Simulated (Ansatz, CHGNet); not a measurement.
For cubic perovskite SrTiO3 (cubic form, which distorts at low temperature), the machine-learned potential CHGNet-r²SCAN (trained on r²SCAN data) gives:

| Property | Value |
|---|---|
| elastic constant C11 | 291 GPa |
| elastic constant C44 | 76.5 GPa |
| Voigt–Reuss–Hill shear modulus | 76.5 GPa |

Question: What does PBE0 (Ansatz, an electronic-structure program, plane waves, PAW) give for the same quantities?

Answer: 
- elastic constant C11: 358 GPa (goes up by 23 %)
- elastic constant C44: 127 GPa (goes up by 66 %)
- Voigt–Reuss–Hill shear modulus: 125 GPa (rises by 63 %)

For comparison: elastic constant C11 318 GPa (measured, 273 K, not corrected to a static lattice; as tabulated in Frostenson et al. (2021), arXiv:2109.07393); elastic constant C44 124 GPa (measured, 273 K, no zero-point or thermal correction; as tabulated in Frostenson et al. (2021), arXiv:2109.07393).

Changes are worked out from the printed values.

Unless a cell is named, each level is at its own relaxed cell (CHGNet-r²SCAN 11.99, PBE0 11.81 Å³/atom).

Caveats: the relaxation could not lower the start's symmetry, so the cell can be a saddle point above a distorted one (CHGNet-r²SCAN, PBE0). Ansatz's density-functional and Hartree–Fock values are scalar-relativistic unless marked +SOC, with PAW data made under PBE.
